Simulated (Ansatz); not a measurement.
# Tetradymite Bi2Te3

The numbers are results of HSE06 in Ansatz (plane waves, PAW), not measurements.

Numerical settings: plane-wave cutoff 460 eV, 6×6×6 k mesh, Fermi–Dirac smearing 0.01 eV, scalar-relativistic PAW data made under PBE.

Cell: measured lattice: a = b = 4.3860 Å, c = 30.4970 Å, α = β = 90.00°, γ = 120.00°.

```yaml
band_gap: 0.64 eV (on the SCF k mesh)
```

Note: cell and atoms aren't relaxed at this level (largest force component 0.36 eV/Å, pressure 0.3 GPa).

Spin–orbit coupling is not included; with these elements it can move the gap by several tenths of an eV or more.

Static lattice: no zero-point or thermal effects.

Computing time: very roughly 17 core-minutes.

Ansatz is an electronic-structure program.
